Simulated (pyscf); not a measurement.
A first-order saddle from PySCF, ωB97X-D3(BJ)/def2-SVP:

```xyz
9

Si    -1.5885    -1.3856     0.4400
H     -0.6813    -0.0051    -0.2157
H     -1.1779    -2.6245    -0.2867
H     -3.0495    -1.1405     0.2475
H     -1.2803    -1.5207     1.8954
Si     0.2255     1.3758    -0.8712
H      1.6866     1.1308    -0.6802
H     -0.0842     1.5119    -2.3263
H     -0.1847     2.6141    -0.1433
```
Charge 0, spin multiplicity 2.

Surface: doublet, charge 0. Lowest wavenumbers (cm⁻¹): 1378i, 18, 122, 122, 260.

Question: Name the species on either side of this saddle.

Answer: SiH₄ (SMILES [SiH4]) + SiH₃• (SMILES [SiH3]) ⇌ SiH₃• (SMILES [SiH3]) + SiH₄ (SMILES [SiH4]), a hydrogen abstraction read from left to right: H–Si broken and H–Si formed. At CCSD(T)/def2-TZVPP + ΔMP2(QZVPP) it lies +11.0 kcal/mol from the left side and +11.0 kcal/mol from the right (each side as separated species at their lowest minima found). This is the saddle that the search found; another between the same sides may lie lower. The angle at the transferred H is 180°. The CCSD(T) − MP2 part came from Ansatz, without density fitting, on the same reference.
